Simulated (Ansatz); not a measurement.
`B[S][AlH2]` + NH₃ → `[NH2][AlH2]` + `BS` at 700 K and 1 bar (ligand exchange at the Al–S bond).

Program: Ansatz. Geometries: PBE0-D4/def2-TZVP. ΔE: electronic, gas phase. CBS: MP2 limit from def2 TZ/QZ plus the TZ coupled-cluster correction, frozen cores. This one scheme is used for every species.

| species | CCSD(T)/CBS energy (Eh) | H − E (kJ/mol) | S (J/(mol·K)) |
| --- | --- | --- | --- |
| `B[S][AlH2]` | -667.02114 | 153.6 | 391.0 |
| NH₃ | -56.50880 | 116.9 | 226.5 |
| `[NH2][AlH2]` | -299.14566 | 147.5 | 319.0 |
| `BS` | -424.38198 | 115.9 | 297.3 |

H − E and S are ideal-gas, rigid-rotor, harmonic terms from PBE0-D4/def2-TZVP. 1 Eh = 2625.50 kJ/mol, R = 8.31446 J/(mol·K).

Q: By hand: ΔE, ΔH, ΔS and ΔG.

A: ΔE = (-299.14566) + (-424.38198) − (-667.02114) − (-56.50880) = 0.00230 Eh = 6.0 kJ/mol. Δ(H − E) = 147.5 + 115.9 − 153.6 − 116.9 = -7.1, so ΔH = -1.1 kJ/mol. ΔS = 319.0 + 297.3 − 391.0 − 226.5 = -1.2 J/(mol·K). ΔG = -1.1 − 700 × (-1.2)/1000 = -0.3 kJ/mol.

Q: By hand: the equilibrium constant, and the temperature at which ΔG would vanish if ΔH and ΔS stayed fixed.

A: log₁₀ K = −ΔG/(RT ln 10) = 0.0. ΔG = 0 at ΔH/ΔS = 917 K, though so small a ΔH makes that figure unsure.

TΔS isn't small against ΔH here. The sign of ΔG lies within the doubt. A doubt of 5 kJ/mol in ΔE shifts log₁₀ K by 0.4 here. These are equilibria of isolated gas molecules and say nothing of rates. Largest T1 diagnostic: 0.015 (customary marks: 0.02 for closed shells, 0.045 for open ones).
